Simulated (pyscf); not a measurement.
Elementary routes open to AsH₃ (SMILES [AsH3]) + SiH₂ (SMILES [SiH2]) [singlet] in the gas phase (singlet surface):
A. H₂Si=AsH (SMILES [SiH2]=[AsH]) + H₂ (SMILES [H][H]) (As–H, As–H broken; As–Si, H–H formed)
B. H₃Si–AsH₂ (SMILES [SiH3][AsH2]) (As–H broken; As–Si, H–Si formed)

Single points on ωB97X-D3(BJ)/def2-SVP structures (PySCF, gas phase).

Problem. Rank the routes by free-energy barrier at 900 K, lowest first, for ωB97M-D3(BJ)/def2-TZVP energies (ideal gas, 1 atm, RRHO with modes under 100 cm⁻¹ raised to 100, one conformer, R ln 2 for chiral ones without a mode under 150 cm⁻¹).

Solution. B (20.3 kcal/mol), A (46.9 kcal/mol)

Route B is the fastest of these, ahead of the next by 26.5 kcal/mol. The most stable products are those of B (ΔG = -29.1 kcal/mol), so kinetics and thermodynamics agree. At 298 K B is still the fastest. A: On the reactant side the descent ends in an adduct with a As–Si contact, 11.4 kcal/mol under the separated species and 26.1 kcal/mol under the saddle at ωB97X-D3(BJ)/def2-TZVP. B: On the reactant side the descent ends in an adduct with a As–Si, H–Si contact, 13.4 kcal/mol under the separated species and 0.4 kcal/mol under the saddle at ωB97X-D3(BJ)/def2-TZVP. Only these routes are compared; each barrier is that of the saddle found, and lower ones may exist. Elements up to Kr have no core potential and no relativistic terms here.
